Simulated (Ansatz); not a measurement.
## hcp Ru

All values below come from PBE0-D3(BJ) (plane waves, PAW; Ansatz, a program for electronic structure).

Numerical settings: plane-wave cutoff 460 eV, 12×12×6 k mesh (along the axes of the cell as run), Fermi–Dirac smearing 0.05 eV, no spin polarisation, scalar-relativistic PAW data made under PBE.

Cell (relaxed at this level):

```cif
data_Ru2
_chemical_formula_sum 'Ru2'
_space_group_name_H-M_alt 'P 1'
_space_group_IT_number 1
_cell_length_a 2.65862
_cell_length_b 2.65862
_cell_length_c 4.20685
_cell_angle_alpha 90.000
_cell_angle_beta 90.000
_cell_angle_gamma 120.000
loop_
_space_group_symop_operation_xyz
  'x, y, z'
loop_
_atom_site_label
_atom_site_type_symbol
_atom_site_fract_x
_atom_site_fract_y
_atom_site_fract_z
_atom_site_occupancy
Ru1 Ru 0.33333 0.66667 0.25000 1
Ru2 Ru 0.66667 0.33333 0.75000 1
```

```json
{
 "lattice_parameter_a": "2.659 Å",
 "c axis length": "4.207 Å"
}
```

Measured, for comparison: lattice constant a 2.706 Å (293 K, no zero-point or thermal correction, our sources range from 2.700 to 2.706; as tabulated in Wikipedia's data pages); lattice parameter c 4.282 Å (293 K, no zero-point or thermal correction; as tabulated in Wikipedia's data pages). Computed (rounded) less measured: lattice constant a -1.7 % (-1.5 % to -1.7 % over the range), lattice parameter c -1.8 %. A static lattice is as a rule a little smaller and stiffer than an uncorrected measurement, which narrows the difference in the lattice constant a, lattice parameter c and would widen misses of the other sign.

It cost around 25 core-minutes (rough) of CPU time.
